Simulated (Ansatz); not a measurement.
Task: a geometry optimisation of C₂H₆FNOS, SMILES CSC(N)(O)F, with Ansatz's Python interface. Give the script and its output. Level of theory: PBE0, def2-SVP basis, multiplicity 1.

```xyz
12

C    -0.7932   -1.3116   -1.2945
S     0.7118   -0.9543   -0.4487
C     0.1530    0.4403    0.5142
N     1.3143    0.8709    1.3862
O    -0.1974    1.5293   -0.2542
F    -0.8691    0.1308    1.3029
H    -1.0960   -0.4097   -1.9228
H    -0.6815   -2.1194   -1.9644
H    -1.6358   -1.4659   -0.5492
H     2.0484    0.9779    0.8045
H     1.4430    0.0493    1.9852
H    -0.3206    2.2072    0.4749
```

`c2h6fnos.py`:
```python
'''Geometry optimisation of C2H6FNOS.'''

import itertools

import ansatz
from ase.data import atomic_numbers, covalent_radii
import numpy as np

c2h6fnos = (
    ansatz.Crystal.molecule()
    .atom('C', (-0.7932, -1.3116, -1.2945))
    .atom('S', (0.7118, -0.9543, -0.4487))
    .atom('C', (0.153, 0.4403, 0.5142))
    .atom('N', (1.3143, 0.8709, 1.3862))
    .atom('O', (-0.1974, 1.5293, -0.2542))
    .atom('F', (-0.8691, 0.1308, 1.3029))
    .atom('H', (-1.096, -0.4097, -1.9228))
    .atom('H', (-0.6815, -2.1194, -1.9644))
    .atom('H', (-1.6358, -1.4659, -0.5492))
    .atom('H', (2.0484, 0.9779, 0.8045))
    .atom('H', (1.443, 0.0493, 1.9852))
    .atom('H', (-0.3206, 2.2072, 0.4749))
)

model = (
    c2h6fnos.calculation()
    .basis(gaussian='def2-SVP')
    .functional('pbe0')
)
symbols = [site.symbol for site in c2h6fnos.cartesian_sites]
start = np.array([site.position_ang for site in c2h6fnos.cartesian_sites], dtype=float)
def progress(event):
    if event['event'] == 'relax_step':
        row = event['data']
        print(f'step {row["step"]:3d}  E = {row["lagrangian_ev"]:.6f} eV  largest force component {row["allowed_force_max_ev_ang"]:.4f} eV/A')


data = model.relax(force_tolerance=0.01).session().plan().execute(on_event=progress).report
end = np.array(data['positions_ang'])

print('reference energy %16.6f eV' % data['reference_energy_ev'])
print('total energy     %16.6f eV' % data['free_energy_ev'])
print('occupied orbitals outside the frozen core (up, down):', data['n_occupied'], ' frozen:', data['n_frozen'], ' virtual:', data['n_virtual'])

# pairs closer than 1.2 times the sum of covalent radii, before or after
radius = [covalent_radii[atomic_numbers[s]] for s in symbols]
span = lambda where, i, j: np.linalg.norm(where[i] - where[j])
bonded = [(i, j) for i, j in itertools.combinations(range(len(symbols)), 2) if min(span(start, i, j), span(end, i, j)) < 1.2 * (radius[i] + radius[j])]
print('pair        before    after (A)')
for i, j in bonded:
    print(f'{symbols[i]}{i}-{symbols[j]}{j}'.ljust(10), f'{span(start, i, j):8.4f} {span(end, i, j):8.4f}')
with open('c2h6fnos_opt.xyz', 'w') as handle:
    handle.write(f'{len(symbols)}\nrelaxed C2H6FNOS\n')
    handle.writelines(f'{s:2s} {x:11.6f} {y:11.6f} {z:11.6f}\n' for s, (x, y, z) in zip(symbols, end))
```

```console
$ python c2h6fnos.py
step   1  E = -19238.210801 eV  largest force component 5.5922 eV/A
step   2  E = -19238.694303 eV  largest force component 1.7176 eV/A
step   3  E = -19238.794010 eV  largest force component 0.6970 eV/A
step   4  E = -19238.806066 eV  largest force component 0.1975 eV/A
step   5  E = -19238.808231 eV  largest force component 0.1695 eV/A
step   6  E = -19238.809199 eV  largest force component 0.0280 eV/A
step   7  E = -19238.809331 eV  largest force component 0.0127 eV/A
step   8  E = -19238.809365 eV  largest force component 0.0054 eV/A
reference energy    -19238.809389 eV
total energy        -19238.809389 eV
occupied orbitals outside the frozen core (up, down): [29, 29]  frozen: 0  virtual: [89, 89]
pair        before    after (A)
C0-S1        1.7630   1.8064
C0-H6        1.1401   1.0981
C0-H7        1.0554   1.0986
C0-H8        1.1355   1.0985
S1-C2        1.7845   1.8280
C2-N3        1.5147   1.4193
C2-O4        1.3781   1.3641
C2-F5        1.3276   1.3756
N3-H9        0.9427   1.0170
N3-H10       1.0249   1.0172
O4-H11       1.0032   0.9689
```

File `c2h6fnos_opt.xyz` afterwards:
```text
12
relaxed C2H6FNOS
C    -0.870946   -1.266917   -1.349683
S     0.677555   -1.011240   -0.455428
C     0.219820    0.427926    0.574492
N     1.282093    0.856021    1.412814
O    -0.197603    1.440423   -0.238797
F    -0.809999    0.058391    1.408288
H    -1.108740   -0.389465   -1.965535
H    -0.723847   -2.142133   -1.997227
H    -1.689509   -1.469187   -0.645642
H     2.101998    1.091469    0.859154
H     1.527942    0.141840    2.094158
H    -0.331864    2.207672    0.337507
```

Reading the output:
- Total energies depend on the basis set; only differences at equal settings carry meaning.
- The end point is the stationary point reached from this start; no frequency run checks that it is a minimum, and the basis set is modest.
- Run time: 65 s on 1 thread of Arm Neoverse V1, with other jobs on the host, peak memory 0.36 GiB.
